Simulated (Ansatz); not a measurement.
Two isomers of C4H5N: A = `C=CCC#N`, B = `C=C=CN=C`.

Program: Ansatz. Geometries: PBE0-D4/def2-TZVP. ΔE: electronic, gas phase. CBS: MP2 limit from def2 TZ/QZ plus the TZ coupled-cluster correction, frozen cores. DFT in def2-TZVPP. B3LYP here is the variant with VWN-RPA as its local correlation; programs differ in this. One conformer a species, not always the lowest.

**Question.** Which isomer does CCSD(T)/CBS put lower? Give the gap. (An estimate is asked.)

**Answer.** The calculation gave: A, by 160.9 kJ/mol.

**Question.** Give E(B) − E(A) in kJ/mol with PBE-D4, ωB97M-V, MP2/def2-TZVPP, HF/def2-TZVPP, r2SCAN-D4, CCSD/def2-TZVPP, B3LYP-D4. (An estimate is asked.)

**Answer.** Ansatz gave: PBE-D4 126.6, ωB97M-V 155.9, MP2/def2-TZVPP 179.0, HF/def2-TZVPP 173.1, r2SCAN-D4 136.6, CCSD/def2-TZVPP 168.6, B3LYP-D4 137.5. None reverses the order clearly.

Largest T1 diagnostic: 0.013.

From PBE to PBE0 (25 % exact exchange), in def2-TZVPP and without D4, E(B) − E(A) moves by +13.9 kJ/mol.
